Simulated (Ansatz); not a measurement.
**C4H12N2: a ladder of functionals and wavefunction methods**

The task here is to estimate one member of a computed series from the others.

Program: Ansatz 0.2.0, Gaussian basis. Level of theory: functionals in def2-TZVPP, the program's frozen cores in correlated methods. These are calculated values, not measurements.

Levels to be run: LDA (SPW92), PBE-D4, revPBE-D4, BLYP-D4, r2SCAN-D4, B97M-V, PBE0-D4, B3LYP-D4, r2SCANh-D4, r2SCAN0-D4, HSE06-D4, BHLYP-D4, CAM-B3LYP-D4, LC-ωPBE, ωB97X-V, ωB97M-V, B2PLYP, PBE-QIDH; CCSD(T)/def2-SVP; CCSD(T)/def2-TZVPP; MP2/def2-QZVPP; extrapolation to the limit; RPA on PBE.

## The relaxed structure

All runs share one geometry, relaxed beforehand with PBE0-D4 in a triple-zeta def2 set.

SMILES `CC(C)(C)NN`, 18 atoms, charge 0, spin multiplicity 1.

Atoms are counted from 1 here; the program's logs count them from 0.

Bond lengths: C1–C2 1.529 Å, C1–H7 1.095 Å, C1–H8 1.092 Å, C1–H9 1.093 Å, C2–C3 1.521 Å, C2–C4 1.521 Å, C2–N5 1.468 Å, C3–H10 1.092 Å, C3–H11 1.092 Å, C3–H12 1.095 Å, C4–H13 1.092 Å, C4–H14 1.091 Å, C4–H15 1.093 Å, N5–N6 1.410 Å, N5–H16 1.016 Å, N6–H17 1.010 Å, N6–H18 1.015 Å. Angles: C2–C1–H7 110.8°, C2–C1–H8 110.6°, C2–C1–H9 111.1°, H7–C1–H8 108.6°, H7–C1–H9 107.7°, H8–C1–H9 107.8°, C1–C2–C3 110.0°, C1–C2–C4 110.0°, C1–C2–N5 112.2°, C3–C2–C4 110.2°, C3–C2–N5 105.9°, C4–C2–N5 108.4°, C2–C3–H10 110.4°, C2–C3–H11 110.6°, C2–C3–H12 111.2°, H10–C3–H11 108.6°, H10–C3–H12 108.3°, H11–C3–H12 107.6° and more.

The first run:

in.yaml

```yaml
crystal:
  periodic: [false, false, false]
  atoms:
    - {symbol: C, position_ang: [-0.495999, -1.392898, -0.009107]}
    - {symbol: C, position_ang: [0.241674, -0.057132, -0.101997]}
    - {symbol: C, position_ang: [1.720150, -0.258556, 0.194661]}
    - {symbol: C, position_ang: [0.060122, 0.543629, -1.487905]}
    - {symbol: N, position_ang: [-0.238252, 0.912543, 0.890196]}
    - {symbol: N, position_ang: [-1.630413, 1.125873, 0.822689]}
    - {symbol: H, position_ang: [-0.379861, -1.833744, 0.986600]}
    - {symbol: H, position_ang: [-1.561244, -1.258814, -0.209293]}
    - {symbol: H, position_ang: [-0.106718, -2.108421, -0.737661]}
    - {symbol: H, position_ang: [2.251384, 0.694405, 0.149250]}
    - {symbol: H, position_ang: [2.167659, -0.942390, -0.529276]}
    - {symbol: H, position_ang: [1.868429, -0.687413, 1.191325]}
    - {symbol: H, position_ang: [0.627087, 1.473056, -1.574042]}
    - {symbol: H, position_ang: [-0.993131, 0.765511, -1.665279]}
    - {symbol: H, position_ang: [0.406074, -0.151061, -2.257051]}
    - {symbol: H, position_ang: [0.042970, 0.597410, 1.814379]}
    - {symbol: H, position_ang: [-1.824831, 2.078134, 1.097657]}
    - {symbol: H, position_ang: [-2.155081, 0.499877, 1.424865]}
basis:
  gaussian: {orbitals: def2-TZVPP}
hamiltonian: {xc: lda}
output: {orbitals: {seedname: orbitals}}
```

Launch:

```sh
$ ansatz run in.yaml --threads 2 --pin off --events-out ev --progress --plain --max-ram 22528MiB --backend cuda --devices 0, --max-vram 18GiB
```

Among the steps run: LDA; PBE-D4 (GGA); revPBE-D4 (GGA); BLYP-D4 (GGA); r2SCAN-D4 (meta-GGA); B97M-V (meta-GGA); PBE0-D4 (hybrid); B3LYP-D4 (hybrid); r2SCANh-D4 (hybrid); r2SCAN0-D4 (hybrid); HSE06-D4 (hybrid); BHLYP-D4 (hybrid); CAM-B3LYP-D4 (range-separated); LC-ωPBE (range-separated); ωB97X-V (range-separated); ωB97M-V (range-separated); B2PLYP (double hybrid); PBE-QIDH (double hybrid).

One of the session's tables, all rows but one given; the rest of the session is left out.

It belongs to the step «Frontier levels by functional». 

```
  functional  HOMO (eV)  LUMO (eV)  gap (eV)
 LDA (SPW92)      -5.27      -0.13      5.13
      PBE-D4      -5.14       0.05      5.19
   revPBE-D4      -5.08       0.14      5.22
     BLYP-D4      -5.05       0.03      5.08
   r2SCAN-D4      -5.42       0.75      6.17
      B97M-V      -5.61       0.20      5.81
     PBE0-D4      -6.60       0.86      7.47
    B3LYP-D4      -6.38       0.52      6.90
  r2SCANh-D4      -5.97       0.99      6.96
  r2SCAN0-D4          ?          ?         ?
    HSE06-D4      -6.19       0.50      6.69
    BHLYP-D4      -8.02       1.46      9.48
CAM-B3LYP-D4      -8.06       1.61      9.67
     LC-ωPBE      -9.41       2.93     12.34
     ωB97X-V      -9.08       2.70     11.78
     ωB97M-V      -9.01       2.26     11.27
```

**Question.** Estimate the row for r2SCAN0-D4.

Worked estimate for «HOMO (eV)». Against the share of exact exchange, r2SCAN-D4 (0, -5.42), r2SCANh-D4 (0.1, -5.97) give a slope of -5.50 per unit share; at 0.25 the line stands at -6.79.

The run gave: HOMO (eV): -6.80; LUMO (eV): 1.33; gap (eV): 8.12. In «HOMO (eV)» the line misses by +0.01.
